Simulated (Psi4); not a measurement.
# CCSD/aug-cc-pVDZ run of SiH3Cl (SMILES [SiH3]Cl)

What is the energy change on altering one bond length of SiH3Cl at CCSD/aug-cc-pVDZ? 

The calculation is run with Psi4 1.11.

9 further runs of the same task are left out: 7 that didn't finish, 2 set aside as unsound or not needed.

### Step 1. The structure to begin with

The species is SiH3Cl (5 atoms), meant as a singlet with charge 0. As SMILES, `[SiH3]Cl`. The coordinates come from a PBE0-D4/def2-TZVP relaxation.

Bond lengths: Si1–Cl2 2.054 Å, Si1–H3 1.481 Å, Si1–H4 1.481 Å, Si1–H5 1.481 Å. Angles: Cl2–Si1–H3 108.5°, Cl2–Si1–H4 108.5°, Cl2–Si1–H5 108.5°, H3–Si1–H4 110.4°, H3–Si1–H5 110.4°, H4–Si1–H5 110.4°.

### Step 2. A single-point energy at CCSD/aug-cc-pVDZ

The input, job.json:

```json
{
  "schema_name": "qcschema_input",
  "schema_version": 1,
  "molecule": {
    "schema_name": "qcschema_molecule",
    "schema_version": 2,
    "symbols": ["Si", "Cl", "H", "H", "H"],
    "geometry": [-0.21164933, 0.03514891, -0.05839254, 3.47388353, -0.97037436, 0.62342065, -1.79694057, -0.92275327, 2.03920346, -1.01043656, -1.10681259, -2.48480088, -0.36055974, 2.82589645, -0.19785433],
    "molecular_charge": 0,
    "molecular_multiplicity": 1,
    "fix_symmetry": "c1"
  },
  "driver": "energy",
  "model": {
    "method": "ccsd",
    "basis": "aug-cc-pVDZ"
  },
  "keywords": {
    "reference": "rhf",
    "puream": true,
    "e_convergence": 1e-09,
    "d_convergence": 1e-08,
    "scf_type": "pk",
    "num_frozen_docc": 10
  }
}
```

The run is started by

```bash
$ psi4 --qcschema job.json -n 1 --memory 1600MB
```

stdout:

```text
[...]
  Running in c1 symmetry.
[...]
  Nuclear repulsion =   86.337218276030725
[...]
  Multiplicity = 1
[...]
  Nalpha       = 17
  Nbeta        = 17
[...]
    Number of basis functions: 81
[...]
   @RHF iter   1:  -750.20261462602116   -3.77230e-01   1.72363e-03 DIIS/ADIIS
[...]
   @RHF iter  10:  -750.22554075704556   -2.72848e-12   1.43834e-09 DIIS
[...]
    Orbital Energies [Eh]
    ---------------------
    Doubly Occupied:
       1A   -104.828706     2A    -68.836850     3A    -10.557329
       4A     -8.024599     5A     -8.021953     6A     -8.021953
       7A     -6.180548     8A     -4.287705     9A     -4.286098
      10A     -4.286098    11A     -1.101954    12A     -0.734930
      13A     -0.530749    14A     -0.530744    15A     -0.530732
      16A     -0.451425    17A     -0.451418
[...]
  @RHF Final Energy:  -750.22554075704556
   => Energetics <=
    Nuclear Repulsion Energy =             86.3372182760307254
    One-Electron Energy =               -1209.7979367582454415
    Two-Electron Energy =                 373.2351777251692511
    Total Energy =                       -750.2255407570455645
[...]
 Multipole Moments:
 ------------------------------------------------------------------------------------
     Multipole            Electronic (a.u.)      Nuclear  (a.u.)        Total (a.u.)
 ------------------------------------------------------------------------------------
 L = 1.  Multiply by 2.5417464519 to convert [e a0] to [Debye]
 Dipole X            :          4.4078692           -4.9863141           -0.5784449
 Dipole Y            :         -1.2024612            1.3603234            0.1578622
 Dipole Z            :          0.8152083           -0.9222995           -0.1070912
 Magnitude           :                                                    0.6090874
[...]
      * MP2 total energy                      = -750.482038017267996
[...]
      * CCSD total energy                     = -750.517457512565670
[...]
```

The result, in JSON:

```text
{
 "driver": "energy",
 "model": {
  "method": "ccsd",
  "basis": "aug-cc-pVDZ"
 },
 "success": true,
 "return_result": -750.5174575125657,
 "properties": {
  "calcinfo_nbasis": 81,
  "calcinfo_nmo": 81,
  "calcinfo_nalpha": 17,
  "calcinfo_nbeta": 17,
  "calcinfo_natom": 5,
  "nuclear_repulsion_energy": 86.33721827603073,
  "return_energy": -750.5174575125657,
  "scf_one_electron_energy": -1209.7979367582454,
  "scf_two_electron_energy": 373.23517772516925,
  "scf_dipole_moment": [-0.5784449101563656, 0.1578621509494731, -0.10709119950567991],
  "scf_total_energy": -750.2255407570456,
  "scf_iterations": 10,
  "mp2_same_spin_correlation_energy": -0.055007137499775455,
  "mp2_opposite_spin_correlation_energy": -0.20149012272120317,
  "mp2_singles_energy": -2.930610146369694e-26,
  "mp2_doubles_energy": -0.25649726022097863,
  "mp2_correlation_energy": -0.25649726022097863,
  "mp2_total_energy": -750.482038017268,
  "ccsd_same_spin_correlation_energy": -0.05379284429640191,
  "ccsd_opposite_spin_correlation_energy": -0.23812391122226123,
  "ccsd_singles_energy": 0.0,
  "ccsd_doubles_energy": -0.29191675551866314,
  "ccsd_correlation_energy": -0.2919167555186627,
  "ccsd_total_energy": -750.5174575125657,
  "ccsd_iterations": 15
 }
}
```

Run time: 33 s. Hardware: 1 thread of Intel Xeon Platinum 8259CL at 2.50GHz (Skylake/Cascade Lake), shared host; peak memory 0.53 GiB.

### Step 3. The distorted shape at the same level

The input, clh3si.xyz:

```xyz
5
ClH3Si
Si    -0.017442    -1.753530     0.057658
Cl     1.932858    -2.285630     0.418458
H     -0.856342    -2.260430     1.167658
H     -0.440142    -2.357830    -1.226342
H     -0.190800     1.495400    -0.104700
```

The input, clh3si_ase.py:

```python
import numpy as np
from ase.calculators.psi4 import Psi4
from ase.io import read

atoms = read('clh3si.xyz')
calc = Psi4(atoms=atoms, method='ccsd', basis='aug-cc-pVDZ', memory='1600MB', num_threads=1, charge=0, multiplicity=1, label='clh3si')
calc.psi4.set_options({'puream': True, 'e_convergence': 1e-09, 'd_convergence': 1e-08, 'scf_type': 'pk', 'num_frozen_docc': 10})
atoms.calc = calc

print(f'energy: {atoms.get_potential_energy():.6f} eV')
```

The run is started by

```bash
$ python clh3si_ase.py
```

clh3si.dat:

```text
[...]
  Running in c1 symmetry.
[...]
  Nuclear repulsion =   82.380996144496038
[...]
  Multiplicity = 1
[...]
  Nalpha       = 17
  Nbeta        = 17
[...]
    Number of basis functions: 81
[...]
   @RHF iter   1:  -750.00277902452513   -4.48970e-01   1.71321e-03 DIIS/ADIIS
[...]
   @RHF iter  11:  -750.02983393771558   -2.61480e-12   3.61357e-09 DIIS
[...]
    Orbital Energies [Eh]
    ---------------------
    Doubly Occupied:
       1A   -104.866869     2A    -68.917747     3A    -10.594470
       4A     -8.061681     5A     -8.058993     6A     -8.058837
       7A     -6.253687     8A     -4.360188     9A     -4.359044
      10A     -4.358402    11A     -1.134615    12A     -0.746025
      13A     -0.567160    14A     -0.563802    15A     -0.511953
      16A     -0.484363    17A     -0.304707
[...]
  @RHF Final Energy:  -750.02983393771558
   => Energetics <=
    Nuclear Repulsion Energy =             82.3809961444960379
    One-Electron Energy =               -1200.4165761785984614
    Two-Electron Energy =                 368.0057460963867584
    Total Energy =                       -750.0298339377156935
[...]
 Multipole Moments:
 ------------------------------------------------------------------------------------
     Multipole            Electronic (a.u.)      Nuclear  (a.u.)        Total (a.u.)
 ------------------------------------------------------------------------------------
 L = 1.  Multiply by 2.5417464519 to convert [e a0] to [Debye]
 Dipole X            :          4.7619754           -5.0721876           -0.3102122
 Dipole Y            :         -4.3171831            2.9696938           -1.3474893
 Dipole Z            :          1.0035613           -1.0027239            0.0008374
 Magnitude           :                                                    1.3827363
[...]
      * MP2 total energy                      = -750.311576449944027
[...]
      * CCSD total energy                     = -750.372528331084141
```

On the terminal:

```text
energy: -20418.676530 eV
```

Run time: 27 s. Hardware: 1 thread of Intel Xeon Platinum 8259CL at 2.50GHz (Skylake/Cascade Lake), shared host; peak memory 0.55 GiB.

### Step 4. Results

Level: CCSD/aug-cc-pVDZ, 10 core orbitals frozen.

| quantity | value |
| --- | --- |
| first shape: total energy | -750.51746 Eh |
| first shape: HOMO energy (Hartree–Fock orbitals) | -12.28 eV |
| first shape: LUMO energy (Hartree–Fock orbitals) | 1.04 eV |
| first shape: HOMO–LUMO gap (Hartree–Fock orbitals) | 13.33 eV |
| first shape: correlation energy (10 core orbitals frozen) | -291.9 mEh |
| first shape: T1 diagnostic | 0.009 |
| distorted shape: total energy | -750.37253 Eh |
| distorted shape: HOMO energy (Hartree–Fock orbitals) | -8.29 eV |
| distorted shape: LUMO energy (Hartree–Fock orbitals) | -1.32 eV |
| distorted shape: HOMO–LUMO gap (Hartree–Fock orbitals) | 6.97 eV |
| distorted shape: correlation energy (10 core orbitals frozen) | -342.7 mEh |
| distorted shape: T1 diagnostic | 0.046 |
| energy change with the Si1–H5 bond stretched from 1.481 to 3.258 Å | 3.944 eV |

In words: One bond (distorted shape) is far stretched, which a spin-restricted single reference describes badly; a broken-symmetry solution may lie lower. With the Si1–H5 bond stretched from 1.481 to 3.258 Å the energy rises by 3.94 eV (381 kJ/mol). The first shape isn't relaxed at this level, so the change isn't measured from a minimum. A restricted reference can't describe the breaking bond well at this length. The T1 diagnostic (distorted shape) of 0.046 is above the customary mark for such species, so a single reference may not serve.
